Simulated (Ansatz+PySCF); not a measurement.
A calculation with PySCF 2.14.0.

```python
from pyscf import gto, scf, cc

mol = gto.M(atom="""
Si 0.000000 0.000000 0.000000
Cl 0.789900 1.053190 2.280230
""", basis='sto-3g', charge=1, spin=0)
mf = scf.RHF(mol)
mf.kernel()
mycc = cc.CCSD(mf, frozen=10).run()
et = mycc.ccsd_t()
print(mf.e_tot, mycc.e_corr, et, mycc.e_tot + et)
```

The script is written out from the run's settings.

The run gave:

```yaml
Converged: yes
Reference_energy: -739.88872 hartree
CCSD_correlation_energy: -0.07403 hartree
Triples_correction: -0.00521 hartree
Total_energy: -739.96797 hartree
Spin_squared_of_the_determinant: 0.000
```

Caution: large amplitudes, a single reference is doubtful.
